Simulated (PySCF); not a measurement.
C3H6N2.
SMILES: `N1[C@H](C=1)CN`

Method: PySCF 2.14.0, density-fitted response routines, TDDFT wB97X-D/def2-SVPD, vertical, gas phase, core orbitals frozen in the response. Geometry: PBE0-D3(BJ)/def2-SVP, one conformer, isolated molecule. Torsions of this conformer, `[NH2:1][CH2:2][C@H:3]1[CH:4]=[N:5]1`: N1–C2–C3–C4 -135°, H–N1–C2–C3 55°, H–N1–C2–C3 -61°.

| state | E (eV) | λ (nm) | ν̃ (cm⁻¹) | f | \|μ\| (D) | main configurations (H = HOMO, L = LUMO) |
| --- | --- | --- | --- | --- | --- | --- |
| S1 | 5.10 | 243.2 | 41120 | 0.0005 | 0.16 | H-1→L (70%), H→L (27%) |
| S2 | 6.06 | 204.6 | 48880 | 0.0090 | 0.62 | H→L (67%), H-1→L (28%) |
| S3 | 6.85 | 180.9 | 55280 | 0.036 | 1.17 | H→L+2 (62%), H→L+1 (23%) |
| S4 | 7.45 | 166.4 | 60090 | 0.016 | 0.74 | H-2→L (53%), H-3→L (23%), H-4→L (14%) |
| S5 | 7.79 | 159.2 | 62810 | 0.012 | 0.65 | H-3→L (31%), H-2→L (25%), H-4→L (19%) |
| S6 | 7.85 | 158.0 | 63300 | 0.023 | 0.88 | H→L+1 (41%), H→L+4 (17%), H→L+2 (10%) |
| S7 | 8.02 | 154.5 | 64710 | 0.043 | 1.18 | H→L+3 (71%), H→L+4 (8%) |
| S8 | 8.26 | 150.2 | 66590 | 0.010 | 0.58 | H-1→L+1 (64%), H→L+4 (19%) |
| S9 | 8.44 | 146.9 | 68070 | 0.116 | 1.90 | H-1→L+2 (69%), H-1→L+1 (9%) |
| S10 | 8.52 | 145.4 | 68760 | 0.0052 | 0.40 | H→L+6 (25%), H→L+4 (16%), H-1→L+1 (14%) |

Triplets (Tamm–Dancoff): T1 4.47 eV, H-1→L (71%), H→L (22%); T2 4.62 eV, H-2→L (52%), H→L (23%), H-1→L (18%); T3 6.46 eV, H→L (37%), H-2→L (24%), H→L+2 (19%); T4 6.71 eV, H→L+2 (44%), H→L+1 (15%), H→L (14%).

The lowest singlet comes at 243 nm (492 kJ/mol) in the ultraviolet; it is dark (f under 0.0005); its leading configuration is HOMO-1→LUMO (70%). The strongest level in the table is S9 at 8.44 eV (147 nm, f = 0.116). Löwdin shares by element: HOMO nitrogen 57% or more, carbon 19% or more, hydrogen 5% or more (atoms not listed hold the other 19%); LUMO carbon 48% or more, nitrogen 38% or more, hydrogen 8% or more. Weighted by f, the mean energy of these states is 7.94 eV. The listed states span 3.43 eV, and the widest gap between neighbours is 0.96 eV (S1 to S2). Orbital energies (eV): HOMO-3 -11.97, HOMO-2 -11.00, HOMO-1 -9.89, HOMO -8.88, LUMO 1.14, LUMO+1 2.59, LUMO+2 2.72. The vertical ionisation energy (ΔSCF) is 9.36 eV, 0.83 eV above S10. The window holds the lowest 10 singlets.
